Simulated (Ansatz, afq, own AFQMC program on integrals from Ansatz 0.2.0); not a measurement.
AFQMC on a folder of integrals that Ansatz 0.2.0 wrote.

```yaml
crystal:
  periodic: [false, false, false]
  atoms:
    - {symbol: Al, position_ang: [0.000000, 0.000000, 0.259056]}
    - {symbol: Al, position_ang: [0.000000, 0.000000, -2.101360]}
    - {symbol: H, position_ang: [0.000000, 0.000000, 1.842303]}
basis:
  gaussian: {orbitals: 6-31G}
total_charge: 1
magnetization: {spin_polarized: true, initial_magnetization: 4}
correlation: {method: ccsd_t, electrons: outside_noble_gas, hamiltonian_folder: ham}
```

```sh
$ ansatz run in.yaml --threads 1 --pin off --events-out ev --progress --plain --max-ram 1843MiB
```

Options of the walk:

```
--method phaseless --trial cisd --walkers 180 --populations 1 --least-time 40 --time-step 0.005 --steps-per-block 50 --equilibration-blocks 28 --max-blocks 300 --target-error 0.00029 --factor-cut 1e-05 --start spin_pure --seed 5542 --release-times 0.24,0.51,0.99,1.62,2.4 --release-step 0.03 --release-every 4 --taylor-order 6
```

Times are imaginary, in 1/Eh. The walk had a cap of 526 s.

Output of the walk:

```
orbitals 18  electrons 5 1  factors 103 of 308
reference energy -483.91584635 Eh
CCSD correlation -0.05313427 Eh in 12 cycles, weight of the determinant in the CISD state 0.8707
energy of the start -483.968908 Eh
 block  time / (1/Eh)  mean weight  energy / Eh
     1     0.250  1.0001  -483.968811
     2     0.500  1.0000  -483.968853
     3     0.750  0.9999  -483.968966
     4     1.000  0.9998  -483.969048
     5     1.250  0.9998  -483.969154
     8     2.000  0.9997  -483.969696
    13     3.250  0.9999  -483.969574
    25     6.250  1.0000  -483.970136
    37     9.250  1.0002  -483.971465
    49    12.250  1.0002  -483.970035
    61    15.250  1.0005  -483.971570
    73    18.250  1.0003  -483.971401
    85    21.250  0.9995  -483.971794
    97    24.250  0.9994  -483.971806
   109    27.250  0.9993  -483.973255
   121    30.250  0.9998  -483.972177
   133    33.250  0.9998  -483.970116
   145    36.250  1.0005  -483.970312
   149    37.250  1.0004  -483.969979
   157    39.250  1.0000  -483.972276
   169    42.250  1.0001  -483.971526
   181    45.250  0.9998  -483.971616
   185    46.250  1.0004  -483.971935
blocks merged  error / Eh  count
     1  0.000066  160
     2  0.000084  80
     4  0.000110  40
     8  0.000137  20
    16  0.000179  10
released: time / (1/Eh)  energy / Eh  error  mean overlap
  0.24  -483.971506  0.000141  1.0017
  0.51  -483.971603  0.000140  0.9965
  0.99  -483.971745  0.000173  0.9907
  1.62  -483.971764  0.000155  1.0025
  2.40  -483.971968  0.000130  0.9987
energy -483.971213 +/- 0.000137 Eh
(rows thinned)
```

The run passed its tests (sampling time, drift between the halves within three errors, error under three times the target), which doesn't prove that it has relaxed. The second half of the sampling lies below the first by 2.1 errors of their difference, so the energy may still be moving and its error bar be too small.

Against this walk (error 3.7 meV) on the same determinant: CCSD(T) 9.1 meV higher, CCSDT(Q) 35.8 meV lower, CCSDTQ 36.6 meV lower, full CI 36.8 meV lower. The error is statistical and leaves out the bias of the constraint. The released energies are still falling (meV from the phaseless value at times in 1/Eh: -8 ± 4 at 0.24, -11 ± 4 at 0.51, -14 ± 5 at 0.99, -15 ± 4 at 1.62, -21 ± 4 at 2.40), so they give no level; they do show a bias of the constraint, and the last of them that isn't too noisy lies 16 meV above full CI. Full CI is exact here, so the walk's 37 meV above it is the walk's own error: the bias of the constraint with this trial, or a walk that hasn't relaxed.

Cautions: constraint bias not in the error; lower spins were not checked; strong correlation (T1 0.062, weight of the determinant 0.87, largest double 0.12).

The walk took 60 s on 1 thread of AMD EPYC 9R45 (Zen 5), on a shared host. The log's last line is the phaseless energy.

CCSDT and higher add their correlation energy to the determinant of the CCSD(T) run, since their own runs factorise the integrals more tightly (a shift of under 2 meV). A walk keeps the symmetry of its determinant, which the program's search chose and which needn't be the lowest solution, so a lower state of the same spin and another symmetry isn't excluded.
